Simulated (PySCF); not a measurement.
A database entry of computed molecular properties. Lists by class give the value and the number of equivalent atoms.

```json
{
 "name": "2-methyl-2-butene",
 "formula": "C5H10",
 "smiles": "CC=C(C)C",
 "charge": 0,
 "multiplicity": 1,
 "geometry_level": "GFN2-xTB",
 "electronic_structure_code": "PySCF",
 "results": {
  "GFN2-xTB geometry": {
   "point_group": "Cs",
   "rotational_constants_GHz": [8.161, 3.547, 2.591]
  },
  "CAM-B3LYP/def2-SVPD ground state and vertical TDDFT (core frozen in the response)": {
   "dipole_D": 0.2,
   "homo_eV": -7.97,
   "lumo_eV": 1.38,
   "S1_eV": 6.44,
   "strongest_line_of_8_singlets_eV": 7.26,
   "T1_tda_eV": 4.43,
   "polarisability_au": 63.3,
   "r2_bohr2_about_centre_of_nuclear_charge": 535.1,
   "singlets_eV_and_f": [
    [6.44, 0.0],
    [7.26, 0.525],
    [7.33, 0.0],
    [7.4, 0.008],
    [8.17, 0.009],
    [8.3, 0.011],
    [8.46, 0.0],
    [8.92, 0.069]
   ],
   "triplets_tda_eV": [4.43, 6.32, 7.26]
  },
  "PBE0/pcSseg-1 ground state and GIAO shieldings, non-relativistic": {
   "shift_vs_computed_TMS_C_by_class_ppm": [
    [138.1, 1],
    [126.9, 1],
    [29.3, 1],
    [18.9, 1],
    [17.0, 1]
   ],
   "shift_vs_computed_TMS_H_by_class_ppm": [
    [5.53, 1],
    [1.78, 3],
    [1.75, 3],
    [1.72, 3]
   ]
  },
  "B3LYP/pcJ-1 indirect spin-spin coupling, non-relativistic, gas phase; spin–dipole term left out": {
   "largest_one_bond_couplings_by_class_Hz": [
    ["13C–1H", 155.6, 1],
    ["13C–1H", 131.6, 3],
    ["13C–1H", 131.5, 3],
    ["13C–1H", 131.3, 3],
    ["13C–13C", 83.6, 1],
    ["13C–13C", 44.7, 1],
    ["13C–13C", 43.7, 1],
    ["13C–13C", 43.4, 1]
   ]
  },
  "delta-SCF UKS SCAN, pcX-2 on the ionised atom, pcseg-1 elsewhere, spin-free X2C": {
   "core_binding_eV": [
    ["C1s", 289.66, 1],
    ["C1s", 290.03, 1],
    ["C1s", 290.4, 1],
    ["C1s", 290.44, 1],
    ["C1s", 290.47, 1]
   ]
  }
 }
}
```

S1 lies 2.91 eV below the HOMO–LUMO gap; its leading configuration is HOMO→LUMO, weight 0.93. The 8 singlets span 6.44 to 8.92 eV, and their oscillator strengths add up to 0.62. The principal polarisabilities are 49.1, 60.6 and 80.1 au; their mean is the isotropic value. The rotational constants make it an asymmetric top with κ = (2B − A − C)/(A − C) = -0.66, nearer the prolate limit (−1). In atomic units the dipole is 0.08 e·bohr (1 au = 2.5417 D).

Geometry: GFN2-xTB; no solvent or vibrations. NMR classes are plain means over equivalent atoms (diastereotopic ones count apart unless rotation or inversion swaps them), as if these changed places fast; in this geometry the members of some classes differ.
